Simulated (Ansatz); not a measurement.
Two structures of SiNH$_{3}$, closed shell, reached by relaxing down either side of one saddle point (PBE0-D4/def2-TZVP). Energies are electronic, without zero-point energy. Ansatz 0.2.0; basis: def2-TZVPP and def2-QZVPP; cores frozen in the correlated methods. Extrapolation: Hartree–Fock as exp(−7.88 √X), correlation as X^−2.97. First:

H1  (-0.178, -1.488, 0.327)
N2  (-0.068, -0.487, 0.277)
Si3  (0.106, 0.323, -1.216)
H4  (0.217, 1.710, -0.576)
H5  (-0.077, -0.059, 1.189)
(Å)

Second:

H1  (-0.736, -0.976, -1.351)
N2  (0.306, -0.519, 1.023)
Si3  (-0.162, 0.003, -0.406)
H4  (-0.114, 1.381, -0.973)
H5  (0.706, 0.111, 1.707)
(Å)

Task: Which bonds change from the first to the second?

Result: SiNH₃ ([NH2][SiH]) → SiNH₃ ([NH][SiH2]); bonds formed: H1–Si3; bonds broken: H1–N2.

Task: Give the saddle point's structure and its height above each. (An estimate is asked for; the value comes from the calculation.)

Result: By the calculation: 2.939 eV above the first and 2.270 eV above the second (CCSD(T) at an estimated basis limit (MP2 extrapolated from triple and quadruple zeta, plus CCSD(T) − MP2 in triple zeta)).
```
5
angstrom
H -0.6875 -1.0618 -0.4677
N 0.3580 -0.5830 0.6385
Si 0.2342 0.1313 -0.8613
H -0.1391 1.6077 -0.8393
H 0.2343 -0.0942 1.5298
```

The T1 diagnostic stays at or below 0.028. The T1 diagnostic is large here, which may signal multireference character or strong orbital relaxation, so CCSD(T) is less sure. The restricted Hartree–Fock reference is unstable towards an unrestricted one at one or more of these structures.

Labels in which every atom is bracketed show which atoms are joined, not bond orders.

For scale, one of the runs: CCSD(T)/def2-TZVPP, 115 basis functions (an equivalent command: `ansatz run in.yaml --threads 2`). Hardware: 2 CPU threads, shared host. Wall time about 3.5 s.
